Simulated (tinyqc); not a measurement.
Inside a calculation (part 2 of 2). Method: RKS/exchange-only LDA in the sto-6g basis, for LiH, spin multiplicity 1. Computed by tinyqc, a small Python program that keeps every step (integrals from PySCF). Command: `OMP_NUM_THREADS=1 python tinyqc.py 25446 25447 out.jsonl` (the two numbers bound the seeds that draw the settings). One thread of a shared host (Intel(R) Xeon(R) Processor @ 2.60GHz), about 0.3 s of CPU time with the checks.

Geometry (angstrom):
```
atom         x         y         z
Li    0.000000  0.000000  0.000000
H     0.000000  0.000000  2.328000
```

## Iteration 11 (converged): orbitals

converged F (hartree):
```
            1Li 1s     1Li 2s   1Li 2px   1Li 2py    1Li 2pz      2H 1s
1Li 1s   -1.691682  -0.479267  0.000000  0.000000   0.006428  -0.028993
1Li 2s   -0.479267  -0.160258  0.000000  0.000000   0.007456  -0.069177
1Li 2px   0.000000   0.000000  0.056181  0.000000   0.000000   0.000000
1Li 2py   0.000000   0.000000  0.000000  0.056181   0.000000   0.000000
1Li 2pz   0.006428   0.007456  0.000000  0.000000   0.047478  -0.080680
2H 1s    -0.028993  -0.069177  0.000000  0.000000  -0.080680  -0.005046
```

X:
```
            1Li 1s     1Li 2s   1Li 2px   1Li 2py    1Li 2pz      2H 1s
1Li 1s    1.022267  -0.125646  0.000000  0.000000  -0.004913   0.016481
1Li 2s   -0.125646   1.046309  0.000000  0.000000   0.034702  -0.133738
1Li 2px   0.000000   0.000000  1.000000  0.000000   0.000000   0.000000
1Li 2py   0.000000   0.000000  0.000000  1.000000   0.000000   0.000000
1Li 2pz  -0.004913   0.034702  0.000000  0.000000   1.048993  -0.189666
2H 1s     0.016481  -0.133738  0.000000  0.000000  -0.189666   1.072635
```

Diagonalise F' = X^T F X, C = X C', fill 2 alpha and 2 beta electrons from the bottom; D = 2 C_occ C_occ^T. Each column has its largest component positive (the first on a tie).

F' = X^T F X (hartree):
```
           1          2         3         4          5          6
1  -1.648001  -0.280105  0.000000  0.000000   0.000043   0.012565
2  -0.280105  -0.056550  0.000000  0.000000   0.031823  -0.071290
3   0.000000   0.000000  0.056181  0.000000   0.000000   0.000000
4   0.000000   0.000000  0.000000  0.056181   0.000000   0.000000
5   0.000043   0.031823  0.000000  0.000000   0.085430  -0.106875
6   0.012565  -0.071290  0.000000  0.000000  -0.106875   0.046677
```

orbital energies (hartree): MO1 -1.695879, MO2 -0.071818, MO3 -0.003928, MO4 0.056181, MO5 0.056181, MO6 0.199180

coefficients C:
```
               MO1        MO2        MO3       MO4        MO5        MO6
1Li 1s    0.986493  -0.174276  -0.213619  0.000000   0.000000   0.109265
1Li 2s    0.052364   0.577971   0.765254  0.000000   0.000000  -0.455230
1Li 2px   0.000000   0.000000   0.000000  0.036841   0.999321   0.000000
1Li 2py   0.000000   0.000000   0.000000  0.999321  -0.036841   0.000000
1Li 2pz  -0.002128   0.255755  -0.575940  0.000000   0.000000  -0.860503
2H 1s    -0.006137   0.597416  -0.318510  0.000000   0.000000   0.863878
```

D after iteration 11:
```
            1Li 1s     1Li 2s   1Li 2px   1Li 2py    1Li 2pz      2H 1s
1Li 1s    2.007080  -0.098140  0.000000  0.000000  -0.093342  -0.220338
1Li 2s   -0.098140   0.673584  0.000000  0.000000   0.295415   0.689935
1Li 2px   0.000000   0.000000  0.000000  0.000000   0.000000   0.000000
1Li 2py   0.000000   0.000000  0.000000  0.000000   0.000000   0.000000
1Li 2pz  -0.093342   0.295415  0.000000  0.000000   0.130830   0.305610
2H 1s    -0.220338   0.689935  0.000000  0.000000   0.305610   0.713886
```

Within a degenerate level the vectors are fixed only up to a rotation; this is one choice.

## Convergence

Stop when the energy changes by less than 1e-09 hartree and every element of the error matrix X^T (F D S - S D F) X is below 9e-06.

Course of the cycle:
```
iteration  E (hartree)     change  largest element of the error matrix
1          -1.85538485          -                             1.53e-01
2          -7.40765847  -5.55e+00                             3.09e-01
3          -7.50630826  -9.86e-02                             2.54e-01
4          -7.53275857  -2.65e-02                             2.02e-01
5          -7.54725758  -1.45e-02                             2.09e-01
6          -7.61259438  -6.53e-02                             1.46e-02
7          -7.61276196  -1.68e-04                             8.53e-03
8          -7.61283952  -7.76e-05                             1.35e-03
9          -7.61284144  -1.92e-06                             8.65e-05
10         -7.61284145  -8.63e-09                             1.08e-06
11         -7.61284145  -1.17e-12                             1.13e-07
```

PySCF RKS in the same basis, fine grid = -7.61297096 hartree

Converged in 11 iterations. The coarse grid moves the energy by +1.30e-04 hartree.

## Populations, bond orders and dipole

overlap S:
```
           1Li 1s    1Li 2s   1Li 2px   1Li 2py   1Li 2pz     2H 1s
1Li 1s   1.000000  0.235742  0.000000  0.000000  0.000000  0.013765
1Li 2s   0.235742  1.000000  0.000000  0.000000  0.000000  0.232192
1Li 2px  0.000000  0.000000  1.000000  0.000000  0.000000  0.000000
1Li 2py  0.000000  0.000000  0.000000  1.000000  0.000000  0.000000
1Li 2pz  0.000000  0.000000  0.000000  0.000000  1.000000  0.337951
2H 1s    0.013765  0.232192  0.000000  0.000000  0.337951  1.000000
```

Mulliken: Z minus the diagonal of D S on the atom; Loewdin: the same with S^(1/2) D S^(1/2); Mayer order: 2 sum_s sum (D(s) S)_ij (D(s) S)_ji over the two atoms.

Charges (e):
```
atom   Mulliken    Loewdin
1Li   -0.025668  -0.027689
2H     0.025668   0.027689
```

Mayer bond orders:
```
pair     order
2-1   0.999341
```

dipole moment about the origin, x y z (debye): 0.000000  0.000000  -4.165781
